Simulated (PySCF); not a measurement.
**Basis-set dependence of population analyses: `Cn1cccn1`**

C₄H₆N₂.
Bonds: C1–N2, N2–C3 (aromatic), C3–C4 (aromatic), C4–C5 (aromatic), C5–N6 (aromatic), N2–N6 (aromatic). Hydrogens: H7, H8, H9 on C1; H10 on C3; H11 on C4; H12 on C5.

PBE0 throughout (PySCF), one geometry, spherical d and f functions. Geometry: PBE0-D3(BJ)/def2-SVP; no solvent, vibrations or thermal averaging. Atoms taken as equivalent share a column and are averaged. The first 7 of 10 kinds of atom are listed.

Mulliken charges (e):

```tsv
basis	functions	C1	N2	C3	C4	C5	N6	H7/H8/H9
STO-3G	36	-0.141	-0.108	-0.023	-0.128	-0.039	-0.176	+0.112
6-31G	66	-0.278	-0.514	+0.157	-0.310	-0.002	-0.216	+0.198
pcSseg-0	66	-0.331	-0.600	+0.113	-0.382	+0.059	-0.352	+0.251
6-31G*	96	-0.375	-0.250	+0.056	-0.312	+0.007	-0.272	+0.203
def2-SVP	114	+0.089	-0.225	+0.110	-0.153	+0.044	-0.152	+0.063
cc-pVDZ	114	+0.056	-0.172	+0.159	-0.196	+0.119	-0.203	+0.064
pcSseg-1	132	-0.028	-0.447	+0.222	-0.319	+0.130	-0.242	+0.128
aug-cc-pVDZ	192	+0.971	-0.139	+0.375	+0.770	+0.264	-0.465	-0.153
6-311+G(2d,p)	198	-0.389	+0.387	-0.168	-0.167	-0.042	-0.457	+0.162
def2-TZVP	222	-0.302	+0.166	-0.155	-0.160	-0.124	-0.250	+0.143
cc-pVTZ	264	-0.183	+0.114	-0.103	-0.216	-0.104	-0.187	+0.107
IGLO-III	270	-0.341	+0.145	-0.009	-0.190	+0.024	-0.292	+0.137
```

IAO charges (e):

| basis | functions | C1 | N2 | C3 | C4 | C5 | N6 | H7/H8/H9 |
| --- | --- | --- | --- | --- | --- | --- | --- | --- |
| STO-3G | 36 | -0.312 | +0.016 | -0.114 | -0.209 | -0.114 | -0.165 | +0.156 |
| 6-31G | 66 | -0.329 | +0.035 | -0.121 | -0.244 | -0.098 | -0.244 | +0.168 |
| pcSseg-0 | 66 | -0.308 | +0.023 | -0.109 | -0.247 | -0.092 | -0.240 | +0.163 |
| 6-31G* | 96 | -0.308 | +0.046 | -0.108 | -0.245 | -0.074 | -0.258 | +0.159 |
| def2-SVP | 114 | -0.296 | +0.052 | -0.109 | -0.246 | -0.075 | -0.254 | +0.155 |
| cc-pVDZ | 114 | -0.306 | +0.051 | -0.113 | -0.250 | -0.078 | -0.253 | +0.159 |
| pcSseg-1 | 132 | -0.303 | +0.045 | -0.113 | -0.252 | -0.077 | -0.259 | +0.159 |
| aug-cc-pVDZ | 192 | -0.315 | +0.053 | -0.116 | -0.257 | -0.078 | -0.269 | +0.163 |
| 6-311+G(2d,p) | 198 | -0.316 | +0.051 | -0.115 | -0.256 | -0.077 | -0.269 | +0.164 |
| def2-TZVP | 222 | -0.315 | +0.051 | -0.114 | -0.256 | -0.076 | -0.266 | +0.163 |
| cc-pVTZ | 264 | -0.317 | +0.051 | -0.114 | -0.256 | -0.077 | -0.264 | +0.163 |
| IGLO-III | 270 | -0.317 | +0.051 | -0.115 | -0.257 | -0.077 | -0.268 | +0.164 |

Hirshfeld charges (e):

| basis | functions | C1 | N2 | C3 | C4 | C5 | N6 | H7/H8/H9 |
| --- | --- | --- | --- | --- | --- | --- | --- | --- |
| STO-3G | 36 | +0.043 | +0.024 | -0.017 | -0.082 | -0.019 | -0.168 | +0.036 |
| 6-31G | 66 | -0.033 | +0.040 | -0.034 | -0.104 | -0.035 | -0.178 | +0.055 |
| pcSseg-0 | 66 | -0.043 | +0.066 | -0.035 | -0.109 | -0.040 | -0.162 | +0.053 |
| 6-31G* | 96 | -0.035 | +0.038 | -0.030 | -0.103 | -0.031 | -0.173 | +0.054 |
| def2-SVP | 114 | -0.053 | +0.060 | -0.031 | -0.109 | -0.036 | -0.155 | +0.055 |
| cc-pVDZ | 114 | -0.049 | +0.056 | -0.032 | -0.109 | -0.038 | -0.149 | +0.054 |
| pcSseg-1 | 132 | -0.052 | +0.041 | -0.028 | -0.108 | -0.036 | -0.154 | +0.056 |
| aug-cc-pVDZ | 192 | -0.058 | +0.025 | -0.027 | -0.107 | -0.037 | -0.153 | +0.059 |
| 6-311+G(2d,p) | 198 | -0.049 | +0.021 | -0.027 | -0.106 | -0.036 | -0.157 | +0.058 |
| def2-TZVP | 222 | -0.054 | +0.031 | -0.028 | -0.107 | -0.037 | -0.155 | +0.058 |
| cc-pVTZ | 264 | -0.056 | +0.037 | -0.028 | -0.108 | -0.037 | -0.152 | +0.057 |
| IGLO-III | 270 | -0.058 | +0.026 | -0.027 | -0.106 | -0.037 | -0.154 | +0.059 |

Some averages cover members that differ in this geometry, most widely: H7/H8/H9, Mulliken in aug-cc-pVDZ -0.231 to -0.084; H7/H8/H9, Mulliken in 6-31G +0.179 to +0.211; H7/H8/H9, Mulliken in IGLO-III +0.122 to +0.149 e.

Question: Which scheme is steadiest as the basis changes?

Answer: Largest range over the bases for any column: Hirshfeld 0.10 e, IAO 0.10 e, Mulliken 1.36 e. Hirshfeld and IAO charges move least and Mulliken charges most, counted in e. Without the minimal STO-3G basis the ranges are Hirshfeld 0.04, IAO 0.03, Mulliken 1.36 e.

Question: How much do the charges still move between the two largest bases, cc-pVTZ and IGLO-III?

Answer: At most, over all atoms: Mulliken 0.158 e, IAO 0.005 e, Hirshfeld 0.012 e.

Question: What do the same runs give for the total energy, the frontier levels and the dipole moment?

Answer: 
```csv
basis,energy (Eh),HOMO (eV),LUMO (eV),μ (D)
STO-3G,-261.9067,-5.03,3.58,2.34
6-31G,-265.1159,-6.92,0.86,2.53
pcSseg-0,-264.5831,-7.25,0.58,2.65
6-31G*,-265.2008,-6.77,0.94,2.34
def2-SVP,-265.0157,-6.99,0.66,2.38
cc-pVDZ,-265.2251,-6.87,0.77,2.30
pcSseg-1,-265.1743,-7.06,0.52,2.41
aug-cc-pVDZ,-265.2402,-7.06,-0.08,2.37
"6-311+G(2d,p)",-265.2785,-7.06,0.26,2.39
def2-TZVP,-265.3015,-7.05,0.46,2.35
cc-pVTZ,-265.2944,-7.01,0.53,2.32
IGLO-III,-265.3057,-7.06,0.36,2.38
```

The dipole is fixed by the density alone, so its range of 0.35 D shows that the density itself changes with the basis, not only its division among atoms.
